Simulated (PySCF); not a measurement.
Broadened absorption spectrum of nitrosyl chloride

Species: nitrosyl chloride, ClNO.
InChI=1S/ClNO/c1-2-3

Computed with TDDFT wB97X-D/def2-SVPD, vertical, gas phase, core orbitals frozen in the response (PySCF 2.14.0, density-fitted response routines). Isolated species at its PBE0-D3(BJ)/def2-SVP geometry, gas phase.

Computed states:

| state | E (eV) | f |
| --- | --- | --- |
| S1 | 2.71 | 0.0001 |
| S2 | 3.88 | 0.0000 |
| S3 | 4.13 | 0.0000 |
| S4 | 4.94 | 0.0016 |
| S5 | 5.04 | 0.0002 |
| S6 | 6.73 | 0.501 |

Broadening: Gaussians 0.25 eV wide at half height, area fixed by f = 4.319×10⁻⁹ ∫ε dν̃. The width is an assumption, not a result. The curve ends short of the highest state used, and states not computed would add to its high-energy end.

Problem. What does the envelope look like, and where are its maxima?

Solution. 
(E (eV), ε (L mol⁻¹ cm⁻¹)): (2.33, 0), (2.44, 1), (2.55, 6), (2.66, 15), (2.76, 14), (2.87, 5), (2.98, 1), (3.09, 0), (3.20, 0), (3.31, 0), (3.42, 0), (3.52, 0), (3.63, 0), (3.74, 0), (3.85, 1), (3.96, 2), (4.07, 4), (4.17, 4), (4.28, 2), (4.39, 0), (4.50, 0), (4.61, 1), (4.72, 21), (4.83, 106), (4.93, 186), (5.04, 134), (5.15, 38), (5.26, 5), (5.37, 0), (5.48, 0), (5.58, 0), (5.69, 0), (5.80, 0), (5.91, 0), (6.02, 0), (6.13, 0)

Maxima: 458 nm (2.71 eV), ε about 16, made up of S1 (100%); 251 nm (4.95 eV), ε about 190, made up of S4 (91%) (ε in L mol⁻¹ cm⁻¹; maxima over ε = 5, shares over 10%). At its high-energy end, 6.13 eV, the curve is still rising (ε about 0.0075, from S6).

Problem. Does any computed singlet lie in the visible range?

Solution. S1 lies in the visible range (380 to 750 nm), at 458 nm, dark in the vertical dipole picture (f under 0.0005); light of that wavelength is blue, and its complementary colour is yellow.

Problem. Coming from long wavelengths, where does ε first pass 100 L mol⁻¹ cm⁻¹?

Solution. At about 257 nm (4.82 eV), 2.12 eV above S1.

Problem. What would ε be at 4.95 eV, the highest of these maxima, with half the width (0.125 eV)?

Solution. About 347 L mol⁻¹ cm⁻¹ against 189, a factor of about 1.8; a lone state at its own centre would give exactly 2.

Time: 1.7 s of wall time; peak memory 0.31 GiB. Hardware: one thread of an Arm Neoverse V2 (shared host).
